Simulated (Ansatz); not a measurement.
Geometry optimisation, RKS BLYP/def2-SVP (Ansatz).

The input (input.yaml):

```yaml
crystal:
  periodic: [false, false, false]
  atoms:
    - { symbol: B, position_ang: [0.0, 0.0, 0.0] }
    - { symbol: H, position_ang: [0.685, 0.0, 1.2095] }
    - { symbol: "N", position_ang: [1.7396, 0.0, 0.1903] }
    - { symbol: H, position_ang: [2.2062, -0.9179, -0.0615] }
    - { symbol: H, position_ang: [2.191, 0.9179, -0.0879] }
    - { symbol: F, position_ang: [-1.1431, 0.0, -0.66] }
basis:
  gaussian: { orbitals: def2-SVP }
hamiltonian:
  xc: blyp
relax:
  f_tol: 0.15
  max_steps: 25
  restrain:
    - { distance: [1, 2], at: 1.06, k: 30.0 }
    - { distance: [0, 1], at: 2.39, k: 30.0 }
    - { distance: [0, 2], at: 2.75, k: 30.0 }
```

Run as:

```bash
$ ansatz run input.yaml --threads 1 --pin off --max-ram 2048MiB --backend cpu --events-out ev --progress --plain --runs-dir out
```

**Question.** Where does it end, and by what steps?

**Answer.** The forces met the threshold. The restraints hold the end off the free minimum. After 11 steps the energy has fallen by 1.758 eV (the restraints' own energy left out); H2 moved furthest, 0.74 Å. Parted: B1–N3 (1.75 → 2.76 Å). Joined: H2–N3 (1.47 → 1.04 Å).

```
step  energy less start (eV)  largest force component (eV/Å)  accepted
   0                  0.0000                           4.796       yes
   1                  1.2968                           6.740       yes
   2                  1.4844                          10.105       yes
   3                 -0.2704                           5.478       yes
   4                 -1.4427                           1.766       yes
   5                 -1.5232                           1.475       yes
   6                 -1.5667                           1.335       yes
   7                 -1.6621                           0.808       yes
   8                 -1.7204                           1.017       yes
   9                 -1.7412                           0.859       yes
  10                 -1.7539                           0.502       yes
  11                 -1.7583                           0.505       yes
```

```xyz
6
Properties=species:S:1:pos:R:3
B -0.696 0.100 0.185
H 1.427 -0.002 1.277
N 2.050 -0.010 0.442
H 1.805 -0.823 -0.135
H 1.869 0.845 -0.098
F -0.776 -0.109 -1.080
```

Time of the run: 14 s on 1 thread of Arm Neoverse V2 (shared host), peak memory 0.12 GiB.
